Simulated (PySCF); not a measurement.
**SiHCl2 (SMILES Cl[SiH]Cl): levels of theory compared**

Aim: a comparison of 4 runs (UB2PLYP/STO-3G, UM06-2X/STO-3G, UPBE/STO-3G, UPBE0/STO-3G) of SiHCl2. 

The calculation is run with PySCF 2.14.0.

4 further runs of the same task are left out: 4 set aside as unsound or not needed.

### 1 The molecule

SiHCl2: 4 atoms, total charge 0, spin state doublet. As SMILES, `Cl[SiH]Cl`. The shape is that of a PBE0-D4/def2-TZVP optimisation.

Bond lengths: Cl1–Si2 2.047 Å, Si2–Cl3 2.047 Å, Si2–H4 1.488 Å. Angles: Cl1–Si2–Cl3 110.2°, Cl1–Si2–H4 108.0°, Cl3–Si2–H4 108.0°.

### 2 The energy at UB2PLYP/STO-3G (run 1)

start.xyz

```xyz
4

Cl    -1.646600     0.177800     0.889400
Si     0.187600    -0.414200     0.200000
Cl     0.250900    -0.281300    -1.841700
H      1.208200     0.517700     0.752400
```

run.py

```python
from pyscf import gto, dft, mp

system = gto.M(
    atom='start.xyz',
    max_memory=1860,
    spin=1,
    basis='sto-3g',
    verbose=3,
)

mf = dft.UKS(system, xc='0.53*HF + 0.47*B88, 0.73*LYP')
mf.conv_tol = 1e-10
mf.grids.level = 5
mf.kernel()
if not mf.converged:
    mf = mf.newton().run(mf.mo_coeff, mf.mo_occ)

pt = mp.MP2(mf, frozen=15).run()
energy = mf.e_tot + 0.27 * pt.e_corr
print('PT2 part  %.8f' % (0.27 * pt.e_corr))
print(f'total energy: {energy:.8f} hartree')
```

Launch:

```
$ OMP_NUM_THREADS=1 python run.py
```

Log:

```text
WARN: HOMO -0.143829476321418 >= LUMO -0.143829476321421

converged SCF energy = -1196.67015584787  <S^2> = 0.75147319  2S+1 = 2.0014726
E(UMP2) = -1196.71960233385  E_corr = -0.0494464859802535
E(SCS-UMP2) = -1196.72381243577  E_corr = -0.0536565878992122
PT2 part  -0.01335055
total energy: -1196.68350640 hartree
```

It took 6 s on 1 thread of Arm Neoverse V1, shared host; peak memory 0.24 GiB.

### 3 A single-point energy at UM06-2X/STO-3G (run 2)

input.py

```python
# Cl[SiH]Cl
from pyscf import gto, dft

mol = gto.M(
    atom=[
    ('Cl', (-1.646600, 0.177800, 0.889400)),
    ('Si', (0.187600, -0.414200, 0.200000)),
    ('Cl', (0.250900, -0.281300, -1.841700)),
    ('H', (1.208200, 0.517700, 0.752400)),
],
    charge=0,
    basis='sto-3g',
    spin=1,
    max_memory=1860,
    verbose=3,
)

mf = dft.UKS(mol)
mf.xc = 'm06-2x'
mf.conv_tol = 1e-10
mf.grids.level = 5
mf.kernel()
if not mf.converged:
    mf = mf.newton().run(mf.mo_coeff, mf.mo_occ)

e_tot = mf.e_tot
print('E(%s) = %.9f' % ('M06-2X', e_tot))
```

Launch:

```
$ OMP_NUM_THREADS=1 python input.py
```

Log:

```text
WARN: HOMO -0.156673342762387 >= LUMO -0.156673342762388

converged SCF energy = -1197.20220252033  <S^2> = 0.75128319  2S+1 = 2.0012828
E(M06-2X) = -1197.202202520
```

Wall time 9.3 s (1 thread of Arm Neoverse V1, shared host); peak memory 0.25 GiB.

Run 3 isn't shown in full; the table further down has it.

### 4 A single-point energy at UPBE0/STO-3G (run 4)

calc.py

```python
from pyscf import gto, dft

molecule = gto.M(
    atom='''
Cl    -3.111623     0.335993     1.680722
Si     0.354513    -0.782725     0.377945
Cl     0.474132    -0.531580    -3.480309
H      2.283167     0.978311     1.421830
''',
    unit='bohr',
    charge=0,
    spin=1,
    verbose=4,
    basis='sto-3g',
    max_memory=1860,
)

ks = dft.UKS(molecule)
ks.xc = 'pbe0'
ks.conv_tol = 1e-10
ks.grids.level = 5
ks.kernel()
if not ks.converged:
    ks = ks.newton().run(ks.mo_coeff, ks.mo_occ)

e_tot = ks.e_tot
print('E = %.10f Eh' % e_tot)
```

Launch:

```
$ OMP_NUM_THREADS=1 python calc.py
```

Log:

```text
PySCF version 2.14.0

[... 52 lines left out ...]
WARN: HOMO -0.166723866917491 >= LUMO -0.16672386691749
[... 38 lines left out ...]
converged SCF energy = -1196.77004817356  <S^2> = 0.75104353  2S+1 = 2.0010433
E = -1196.7700481736 Eh
```

Wall time 5.4 s (1 thread of Arm Neoverse V1, shared host); peak memory 0.24 GiB.

### 5 All runs side by side

```
run           level  frozen core orbitals   energy (Eh)  dipole moment (D)  HOMO energy (eV)  LUMO energy (eV)  wall time
  1  UB2PLYP/STO-3G                    15  -1196.683506               2.83             -6.06              0.46        6 s
  2  UM06-2X/STO-3G                     –  -1197.202203               2.80             -5.98              0.12      9.3 s
  3     UPBE/STO-3G                     –  -1196.580221               2.35             -3.40             -1.89      5.4 s
  4    UPBE0/STO-3G                     –  -1196.770048               2.62             -4.87             -0.99      5.4 s
```

### 6 Outcome

| quantity | value |
| --- | --- |
| run 4: total energy | -1196.77005 Eh |
| run 4: dipole moment | 2.62 D |
| run 4: HOMO energy (highest over α and β) | -4.87 eV |
| run 4: LUMO energy (lowest over α and β) | -0.99 eV |
| run 4: ⟨S²⟩ | 0.751 |

**Reading.** The dipole moment (its size) runs from 2.35 D (UPBE/STO-3G) to 2.83 D (UB2PLYP/STO-3G). A double hybrid's value is that of its SCF part. Totals of different functionals can't be ranked against each other. In runs 1, 2, 3, 4 the basis is minimal, so the values are rough. All runs together took 26 s, the longest 9.3 s.
